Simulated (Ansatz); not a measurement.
# H3Si–PH2, singlet: reading a ladder of total energies

Geometry: displaced at random from a stationary point.

```yaml
atoms:
  - { symbol: Si, position_ang: [-0.0321, 0.0070, 1.1487] }
  - { symbol: P, position_ang: [0.0925, -0.0091, -1.1148] }
  - { symbol: H, position_ang: [0.7194, -1.1589, 1.5954] }
  - { symbol: H, position_ang: [0.6166, 1.1965, 1.6252] }
  - { symbol: H, position_ang: [-1.5206, 0.0035, 1.5994] }
  - { symbol: H, position_ang: [-0.9038, -1.0440, -1.2893] }
  - { symbol: H, position_ang: [-0.8581, 1.0885, -1.2817] }
```

Basis cc-pVDZ; Ansatz 0.2.0. Only valence electrons are correlated (noble-gas cores frozen), which leaves 14 electrons in 51 orbitals. Prefix R: restricted or restricted open-shell reference.

Full CI isn't at hand for all of this; RCCSDT(Q) serves as the reference, and is uncertain by the last step of the cluster series or more.

RCCSD has a T1 diagnostic of 0.012 and a largest doubles amplitude of 0.05.

Runs differ by some tens of microhartree through their thresholds, so steps under 0.03 kcal/mol mean nothing.

```
    level  total energy (hartree)
      RHF             -632.568529
     RMP2             -632.801851
    RCCSD             -632.849671
 RCCSD(T)             -632.856992
   RCCSDT             -632.858125
RCCSDT(Q)             -632.858504
```

What is the correlation energy at RCCSDT(Q), and what share of it do RMP2 and RCCSDT recover?

E(corr) = -632.858504 − (-632.568529) = -0.289975 hartree = -7.891 eV. RMP2: -0.233322 / -0.289975 = 80.46 %. RCCSDT: -0.289596 / -0.289975 = 99.87 %.

By how many kcal/mol does RCCSD(T) miss RCCSDT(Q) (1 hartree = 627.509 kcal/mol), and which steps make up the rest?

-632.856992 − (-632.858504) = 0.001512 hartree = 0.95 kcal/mol. Steps: RCCSDT − RCCSD(T) = -0.71, RCCSDT(Q) − RCCSDT = -0.24 kcal/mol. Differences between like states or geometries often cancel part of this.
